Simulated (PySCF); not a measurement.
Si(H)2 anion (H2Si), SMILES [SiH2] (connectivity only; charge and spin as stated), charge -1, multiplicity 2.

The structure is a stationary point at PBE0-D3(BJ)/def2-TZVPD. The spin state was assumed, not searched. The isomer is the one that the SMILES or the coordinates give; other isomers of the formula were not compared.

All values below come from ωB97X/def2-TZVPD (PySCF).

Isolated molecule, no solvent.

The total energy is -290.64239 hartree and the point group is C2v. The α spin, highest occupied and lowest empty level comes out as -1.06 and 6.23 eV. The β spin, highest occupied and lowest empty level is -2.34 and 5.28 eV and the dipole moment about the centre of nuclear charge is 0.37 D. The mean static polarisability comes out as 71.0 bohr³ (10.51 Å³). The polarisability, principal values is 64.9, 72.8, 75.1 bohr³ and the ⟨S²⟩ comes out as 0.757 (pure state 0.75).
